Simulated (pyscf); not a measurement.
Elementary routes open to •H₂C–CH₂–SiH₃ in the gas phase (doublet surface):
A. H₃C–CH₂–SiH₂• (H–Si broken; C–H formed)
B. H₃C–CH•–SiH₃ (C–H broken; C–H formed)

Structures and frequencies: ωB97X-D3(BJ)/def2-SVP in PySCF.

Rank the routes by free-energy barrier at 298 K, lowest first, for ωB97M-D3(BJ)/def2-TZVP energies (ideal gas, 1 atm, RRHO with modes under 100 cm⁻¹ raised to 100, one conformer, R ln 2 for chiral ones without a mode under 150 cm⁻¹).

A (31.0 kcal/mol), B (36.1 kcal/mol)

Route A is the fastest of these, ahead of the next by 5.1 kcal/mol. The most stable products are those of A (ΔG = -5.0 kcal/mol), so kinetics and thermodynamics agree. At 1200 K A is still the fastest. Under all of these lies the exit to SiH₃• + H₂C=CH₂ (barrier +24.5 kcal/mol at ωB97M-D3(BJ)/def2-TZVP). Only these routes are compared; each barrier is that of the saddle found, and lower ones may exist.
